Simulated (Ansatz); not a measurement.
Molecule: C5H4N, net charge 0, doublet state. It need not be the lowest isomer of its formula. 
Geometry from a B3LYP-D3(BJ)/def2-TZVP (Ansatz, a quantum-chemistry and plane-wave program) optimisation:
```xyz
10

N     -0.0060     0.0725     1.4160
C      0.0061     0.0542    -1.3325
C      0.0008     1.1569     0.7385
C     -0.0073    -1.1050     0.7644
C     -0.0012    -1.1457    -0.6196
C      0.0073     1.2624    -0.6457
H      0.0109     0.0444    -2.4160
H     -0.0131    -2.0061     1.3651
H     -0.0023    -2.0970    -1.1340
H      0.0129     2.2144    -1.1566
```
Charge 0, spin multiplicity 2.

Dipole moments at this geometry, in debye (magnitudes).

```tsv
level	program	dipole (D)
SVWN5/def2-TZVPD	Ansatz	2.89
PBE/def2-TZVPD	Ansatz	2.79
revPBE/def2-TZVPD	Ansatz	2.76
B97M-V/def2-TZVPD	Ansatz	2.73
B3LYP/def2-TZVPD	Ansatz	2.81
PBE0/def2-TZVPD	Ansatz	2.80
BHLYP/def2-TZVPD	Ansatz	2.82
r2SCANh/def2-TZVPD	Ansatz	2.78
r2SCAN0/def2-TZVPD	Ansatz	2.79
HSE06/def2-TZVPD	Ansatz	2.80
LC-wPBE/def2-TZVPD	Ansatz	2.84
wB97M-V/def2-TZVPD	Ansatz	2.82
wB97X-V/def2-TZVPD	Ansatz	2.84
```
